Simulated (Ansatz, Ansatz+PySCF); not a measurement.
```yaml
atoms:
  - { symbol: O, position_ang: [0.0000, 0.0000, -1.5475] }
  - { symbol: C, position_ang: [0.0000, 0.0000, -0.4836] }
  - { symbol: S, position_ang: [0.0000, 0.0000, 0.9551] }
```

RHF on singlet COS was run in several spherical basis sets with Ansatz (development build ahead of 0.2.0). Caution for RHF: no unrestricted run beside it, a lower state can exist.

Rank the basis sets by the total energy that they give, lowest first, with the distance from the lowest.
A. cc-pVTZ
B. 6-31G
C. STO-3G
D. def2-SVP
E. def2-TZVP
F. 6-31G(d)
G. cc-pVDZ

E (0.00 eV), A (0.06 eV), G (1.54 eV), F (2.44 eV), B (5.69 eV), D (7.68 eV), C (162.29 eV).

Totals follow the description of the cores as much as that of the bonds, so this order isn't one of quality for chemistry.
